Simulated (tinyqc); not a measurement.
MP2 on RHF in the sto-3g basis, for CH3-, spin multiplicity 1, step by step. The basis has no diffuse functions, so it cannot describe the extra electron: this is an exercise in the method, not the real anion. One step of it, computed by the program tinyqc.

Task: Second-order Moller-Plesset energy. E2 = sum_ijab (ia|jb) [2 (ia|jb) - (ib|ja)] / (e_i + e_j - e_a - e_b) over occupied i, j and virtual a, b; the opposite-spin part is (ia|jb)^2 / denominator, the rest is same-spin, and SCS-MP2 scales them by 6/5 and 1/3.

orbital energies (hartree): [-10.396028, -0.379541, -0.078326, -0.078135, 0.221770, 0.936885, 1.140709, 1.141243]

Two-electron integrals over orbitals (pq|rs), unique and non-zero (hartree):
```
(11|11) 3.502469    (21|11) -0.276845   (21|21) 0.034149    (22|11) 0.668790
(22|21) -0.007797   (22|22) 0.480614    (31|11) 0.000067    (31|21) -0.000006
(31|22) 0.000011    (31|31) 0.005461    (32|11) 0.000034    (32|21) 0.000005
(32|22) 0.000130    (32|31) 0.009855    (32|32) 0.120729    (33|11) 0.553206
(33|21) -0.002529   (33|22) 0.455937    (33|31) 0.003049    (33|32) 0.069685
(33|33) 0.507096    (41|41) 0.005459    (42|41) 0.009847    (42|42) 0.120579
(43|41) -0.003056   (43|42) -0.069785   (43|43) 0.055897    (44|11) 0.553072
(44|21) -0.002531   (44|22) 0.455751    (44|31) -0.003054   (44|32) -0.069768
(44|33) 0.395628    (44|44) 0.507160    (51|11) -0.012548   (51|21) 0.001329
(51|22) -0.001059   (51|31) -5.05e-07   (51|32) -1.47e-07   (51|33) -0.000403
(51|44) -0.000403   (51|51) 0.021927    (52|11) 0.006144    (52|21) -0.000536
(52|22) -0.001492   (52|31) 1.81e-08    (52|32) -3.92e-07   (52|33) -0.000837
(52|44) -0.000837   (52|51) 0.022553    (52|52) 0.082157    (53|11) -0.000007
(53|21) 2.97e-07    (53|22) -2.21e-06   (53|31) 0.000176    (53|32) -0.000949
(53|33) -0.001094   (53|44) 0.001094    (53|51) -0.000006   (53|52) -0.000014
(53|53) 0.016504    (54|41) 0.000176    (54|42) -0.000949   (54|43) 0.001096
(54|54) 0.016495    (55|11) 0.851750    (55|21) -0.009045   (55|22) 0.519290
(55|31) 1.87e-06    (55|32) 0.000024    (55|33) 0.455354    (55|44) 0.455266
(55|51) 0.001674    (55|52) 0.009043    (55|53) -0.000006   (55|55) 0.673064
(61|11) -0.312105   (61|21) 0.039072    (61|22) -0.008498   (61|31) -0.000023
(61|32) -0.000022   (61|33) -0.002671   (61|44) -0.002656   (61|51) 0.000805
(61|52) -0.001295   (61|53) -1.61e-08   (61|55) -0.008688   (61|61) 0.044785
(62|11) 0.270075    (62|21) -0.008744   (62|22) 0.069487    (62|31) -0.000009
(62|32) -0.000054   (62|33) 0.030529    (62|44) 0.030524    (62|51) -0.001370
(62|52) -0.001120   (62|53) -2.67e-06   (62|55) 0.141103    (62|61) -0.009454
(62|62) 0.081979    (63|11) -0.000425   (63|21) 0.000009    (63|22) -0.000180
(63|31) 0.003187    (63|32) -0.048100   (63|33) -0.047845   (63|44) 0.047764
(63|51) 2.88e-07    (63|52) -3.78e-06   (63|53) 0.001360    (63|55) -0.000237
(63|61) 1.02e-06    (63|62) -0.000152   (63|63) 0.067607    (64|41) 0.003185
(64|42) -0.048143   (64|43) 0.047912    (64|54) 0.001363    (64|64) 0.067752
(65|11) -0.006436   (65|21) -0.000309   (65|22) -0.004297   (65|31) -7.55e-07
(65|32) -0.000005   (65|33) -0.001594   (65|44) -0.001587   (65|51) 0.023561
(65|52) 0.072477    (65|53) -0.000045   (65|55) 0.000675    (65|61) -0.001117
(65|62) -0.005458   (65|63) 0.000006    (65|65) 0.069978    (66|11) 0.667690
(66|21) -0.010463   (66|22) 0.461470    (66|31) -0.000025   (66|32) -0.000223
(66|33) 0.447249    (66|44) 0.447467    (66|51) -0.002492   (66|52) -0.005582
(66|53) 2.67e-06    (66|55) 0.495261    (66|61) -0.010992   (66|62) 0.048642
(66|63) -4.06e-06   (66|65) -0.007327   (66|66) 0.465853    (71|41) 0.011257
(71|42) 0.018411    (71|43) -0.005354   (71|54) 0.000369    (71|64) 0.006132
(71|71) 0.023347    (72|41) 0.008635    (72|42) 0.013197    (72|43) 0.016861
(72|54) 0.001669    (72|64) 0.043947    (72|71) 0.016569    (72|72) 0.054309
(73|41) 0.001700    (73|42) 0.044691    (73|43) -0.024382   (73|54) -0.000837
(73|64) -0.032655   (73|71) 0.003675    (73|72) -0.005769   (73|73) 0.032243
(74|11) 0.239802    (74|21) -0.004462   (74|22) 0.070048    (74|31) 0.001703
(74|32) 0.044716    (74|33) 0.059541    (74|44) 0.010855    (74|51) 5.12e-07
(74|52) 0.003008    (74|53) -0.000838   (74|55) 0.124289    (74|61) -0.004761
(74|62) 0.077323    (74|63) -0.032706   (74|65) -0.001345   (74|66) 0.043943
(74|74) 0.109876    (75|41) 0.000542    (75|42) 0.003933    (75|43) -0.001957
(75|54) 0.018073    (75|64) -0.001369   (75|71) 0.001084    (75|72) 0.001468
(75|73) 0.001395    (75|75) 0.025555    (76|41) 0.011320    (76|42) 0.106995
(76|43) -0.060744   (76|54) -0.001095   (76|64) -0.044197   (76|71) 0.021998
(76|72) 0.012745    (76|73) 0.045105    (76|75) 0.003437    (76|76) 0.108110
(77|11) 0.783223    (77|21) -0.009306   (77|22) 0.499590    (77|31) 0.000742
(77|32) -0.024902   (77|33) 0.439877    (77|44) 0.505372    (77|51) -0.000292
(77|52) 0.002055    (77|53) 0.000928    (77|55) 0.543870    (77|61) -0.009544
(77|62) 0.083697    (77|63) 0.034091    (77|65) -0.001595   (77|66) 0.489588
(77|74) 0.080951    (77|77) 0.578848    (81|11) -0.000403   (81|21) 0.000056
(81|22) 0.000007    (81|31) 0.011261    (81|32) 0.018423    (81|33) 0.005335
(81|44) -0.005353   (81|51) 1.07e-06    (81|52) -1.44e-06   (81|53) 0.000369
(81|55) -0.000010   (81|61) 0.000030    (81|62) -0.000033   (81|63) 0.006137
(81|65) -2.70e-06   (81|66) -0.000067   (81|74) 0.003673    (81|77) 0.001956
(81|81) 0.023355    (82|11) 0.000424    (82|21) -0.000009   (82|22) 0.000114
(82|31) 0.008634    (82|32) 0.013135    (82|33) -0.016837   (82|44) 0.016928
(82|51) -1.62e-06   (82|52) 9.13e-07    (82|53) 0.001669    (82|55) 0.000213
(82|61) -0.000034   (82|62) 0.000080    (82|63) 0.043959    (82|65) -0.000008
(82|66) 0.000028    (82|74) -0.005662   (82|77) 0.025763    (82|81) 0.016565
(82|82) 0.054305    (83|11) 0.239814    (83|21) -0.004466   (83|22) 0.069959
(83|31) -0.001701   (83|32) -0.044758   (83|33) 0.010897    (83|44) 0.059595
(83|51) 6.75e-07    (83|52) 0.003010    (83|53) 0.000834    (83|55) 0.124277
(83|61) -0.004754   (83|62) 0.077345    (83|63) 0.032480    (83|65) -0.001340
(83|66) 0.044132    (83|74) 0.048241    (83|77) 0.092037    (83|81) -0.003684
(83|82) 0.005931    (83|83) 0.109928    (84|41) 0.001706    (84|42) 0.044632
(84|43) -0.024320   (84|54) -0.000835   (84|64) -0.032561   (84|71) 0.003686
(84|72) -0.005704   (84|73) 0.029345    (84|75) 0.001394    (84|76) 0.045053
(84|84) 0.032151    (85|11) -0.000006   (85|21) -1.64e-07   (85|22) -1.03e-06
(85|31) 0.000542    (85|32) 0.003935    (85|33) 0.001950    (85|44) -0.001957
(85|51) 0.000031    (85|52) 0.000100    (85|53) 0.018075    (85|55) 2.82e-06
(85|61) -2.77e-06   (85|62) -0.000009   (85|63) -0.001367   (85|65) 0.000056
(85|66) -0.000016   (85|74) 0.001394    (85|77) -0.000368   (85|81) 0.001084
(85|82) 0.001467    (85|83) -0.001398   (85|85) 0.025552    (86|11) -0.000110
(86|21) 2.92e-06    (86|22) 0.000062    (86|31) 0.011325    (86|32) 0.107015
(86|33) 0.060500    (86|44) -0.060650   (86|51) -2.78e-06   (86|52) -0.000009
(86|53) -0.001092   (86|55) -0.000040   (86|61) -0.000030   (86|62) -0.000093
(86|63) -0.044044   (86|65) -0.000011   (86|66) -0.000261   (86|74) 0.045050
(86|77) -0.021720   (86|81) 0.022006    (86|82) 0.012743    (86|83) -0.045197
(86|85) 0.003437    (86|86) 0.108035    (87|41) 0.000754    (87|42) -0.024778
(87|43) 0.032746    (87|54) 0.000930    (87|64) 0.034217    (87|71) 0.001996
(87|72) 0.025649    (87|73) -0.005495   (87|75) -0.000363   (87|76) -0.021619
(87|84) -0.005448   (87|87) 0.034135    (88|11) 0.783300    (88|21) -0.009310
(88|22) 0.499656    (88|31) -0.000711   (88|32) 0.025209    (88|33) 0.505573
(88|44) 0.439651    (88|51) -0.000292   (88|52) 0.002055    (88|53) -0.000936
(88|55) 0.543897    (88|61) -0.009543   (88|62) 0.083719    (88|63) -0.034527
(88|65) -0.001596   (88|66) 0.489522    (88|74) 0.092132    (88|77) 0.510460
(88|81) -0.001927   (88|82) -0.025482   (88|83) 0.080812    (88|85) 0.000374
(88|86) 0.021874    (88|88) 0.579009
```

Hartree-Fock energy = -38.76800245 hartree

Give: Terms; Pair energies; MP2 correlation energy; SCS-MP2 correlation energy; MP2 total energy.

Result:

Terms (the 40 largest of 117):
```
i  j  a  b  (ia|jb)  (ib|ja)  denominator       term
3  3  8  8   0.1099   0.1099      -2.4391    -0.0050
4  4  7  7   0.1099   0.1099      -2.4377    -0.0050
5  5  6  6   0.0700   0.0700      -1.4302    -0.0034
3  2  8  6   0.0773   0.0440      -2.5360    -0.0034
2  3  6  8   0.0773   0.0440      -2.5360    -0.0034
2  4  6  7   0.0773   0.0439      -2.5353    -0.0034
4  2  7  6   0.0773   0.0439      -2.5353    -0.0034
2  2  6  6   0.0820   0.0820      -2.6329    -0.0026
4  4  6  6   0.0678   0.0678      -2.0300    -0.0023
3  3  6  6   0.0676   0.0676      -2.0304    -0.0023
3  4  8  7   0.0482   0.0293      -2.4384    -0.0013
4  3  7  8   0.0482   0.0293      -2.4384    -0.0013
2  2  7  7   0.0543   0.0543      -3.0405    -0.0010
2  2  8  8   0.0543   0.0543      -3.0416    -0.0010
3  4  6  7  -0.0327  -0.0327      -2.2341  -4.80e-04
4  3  7  6  -0.0327  -0.0327      -2.2341  -4.80e-04
4  3  6  7  -0.0327  -0.0327      -2.2341  -4.77e-04
3  4  7  6  -0.0327  -0.0327      -2.2341  -4.77e-04
4  4  8  6  -0.0326  -0.0326      -2.2344  -4.74e-04
4  4  6  8  -0.0326  -0.0326      -2.2344  -4.74e-04
3  3  8  6   0.0325   0.0325      -2.2348  -4.72e-04
3  3  6  8   0.0325   0.0325      -2.2348  -4.72e-04
3  3  7  7   0.0322   0.0322      -2.4381  -4.26e-04
4  4  8  8   0.0322   0.0322      -2.4388  -4.24e-04
5  5  7  7   0.0256   0.0256      -1.8379  -3.55e-04
5  5  8  8   0.0256   0.0256      -1.8389  -3.55e-04
4  2  6  7   0.0439   0.0773      -2.5353  -1.83e-04
2  4  7  6   0.0439   0.0773      -2.5353  -1.83e-04
3  2  6  8   0.0440   0.0773      -2.5360  -1.83e-04
2  3  8  6   0.0440   0.0773      -2.5360  -1.83e-04
4  3  8  7   0.0293   0.0482      -2.4384  -1.26e-04
3  4  7  8   0.0293   0.0482      -2.4384  -1.26e-04
1  1  6  6   0.0448   0.0448     -22.6658  -8.85e-05
1  1  8  8   0.0234   0.0234     -23.0745  -2.36e-05
1  1  7  7   0.0233   0.0233     -23.0735  -2.36e-05
1  2  7  7   0.0166   0.0166     -13.0570  -2.10e-05
2  1  7  7   0.0166   0.0166     -13.0570  -2.10e-05
1  2  8  8   0.0166   0.0166     -13.0581  -2.10e-05
2  1  8  8   0.0166   0.0166     -13.0581  -2.10e-05
5  2  6  6  -0.0055  -0.0055      -2.0315  -1.47e-05
```

Pair energies (hartree; pair i-j sums ij and ji):
```
pair  opposite spin  same spin
1-1       -1.36e-04          0
2-1       -9.82e-05          0
2-2         -0.0045          0
3-1       -1.38e-05  -1.89e-05
3-2         -0.0063    -0.0009
3-3         -0.0086          0
4-1       -1.38e-05  -1.89e-05
4-2         -0.0063    -0.0009
4-3         -0.0045  -2.93e-04
4-4         -0.0086          0
5-1       -5.85e-07          0
5-2       -3.29e-05          0
5-3       -7.44e-06  -7.12e-10
5-4       -7.45e-06  -6.26e-10
5-5         -0.0041          0
```

MP2 correlation energy = -0.045294 hartree

SCS-MP2 correlation energy = -0.052543 hartree

MP2 total energy = -38.813296 hartree
